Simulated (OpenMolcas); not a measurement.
**C3H6O (allyl alcohol): the vertical ionisation energy from total energies**

C3H6O: 10 atoms, total charge 0, spin state singlet. As SMILES, `C=CCO`. Geometry: relaxed at PBE0-D4/def2-TZVP. This is one conformer, not always the lowest.

Both states at this one shape; open shells run unrestricted unless said. 1 Eh = 27.2114 eV.

| level | program | singlet C3H6O (Eh) | doublet C3H6O+ (Eh) | HOMO of the first (eV) |
| --- | --- | --- | --- | --- |
| HF/3-21G | OpenMolcas | -190.850681 | -190.516320 | -10.30 |
| HF/cc-pVDZ | OpenMolcas | -191.938773 | -191.614024 | -10.22 |
| BLYP/cc-pVDZ | OpenMolcas | -193.036494 | -192.696654 | -5.70 |
| B3LYP/cc-pVDZ | OpenMolcas | -193.124680 | -192.768133 | -7.15 |

Problem. Work out the vertical ionisation energy at each level.

Solution. 
1. HF/3-21G: -190.516320 − (-190.850681) = 0.334361 Eh = 9.10 eV; −ε(HOMO) = 10.30 eV.
2. HF/cc-pVDZ: -191.614024 − (-191.938773) = 0.324749 Eh = 8.84 eV; −ε(HOMO) = 10.22 eV.
3. BLYP/cc-pVDZ: -192.696654 − (-193.036494) = 0.339840 Eh = 9.25 eV; −ε(HOMO) = 5.70 eV.
4. B3LYP/cc-pVDZ: -192.768133 − (-193.124680) = 0.356547 Eh = 9.70 eV; −ε(HOMO) = 7.15 eV.

No measured value is set beside it here; the levels span 8.84 to 9.70 eV. In Hartree–Fock, −ε(HOMO) (Koopmans) exceeds the difference of totals by the orbital relaxation of the ion. In semi-local functionals −ε(HOMO) lies far under the ionisation energy, a result of self-interaction, while the difference of totals does much better. Hartree–Fock favours the state with fewer electron pairs, since it lacks pair correlation.
